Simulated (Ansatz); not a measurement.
System: solid bromine. Method: PBE0-D4 (PAW; Ansatz, a program for electronic structure).

Numerical settings: plane-wave cutoff 520 eV, 6×6×4 k mesh (along the axes of the cell as run), Fermi–Dirac smearing 0.01 eV, scalar-relativistic PAW data made under PBE.

Starting structure:

```xyz
4
Lattice="3.3350 -2.2400 0.0000 3.3350 2.2400 0.0000 0.0000 0.0000 8.7200" Properties=species:S:1:pos:R:3 pbc="T T T"
Br     3.3350     1.6173     7.7521
Br     3.3350     0.6227     3.3921
Br     3.3350    -0.6227     5.3279
Br     3.3350    -1.6173     0.9679
```

Problem. Into what structure does the relaxation of cell and atoms lead at this level, with the symmetry of the start kept?

Solution. The volume falls by 3.1 %; final space group Cmce.
```xyz
4
Lattice="3.3735 -2.1596 0.0000 3.3735 2.1596 0.0000 0.0000 0.0000 8.6663" Properties=species:S:1:pos:R:3 pbc="T T T"
Br     3.3735     1.5609     7.6815
Br     3.3735     0.5986     3.3483
Br     3.3735    -0.5986     5.3179
Br     3.3735    -1.5609     0.9848
```
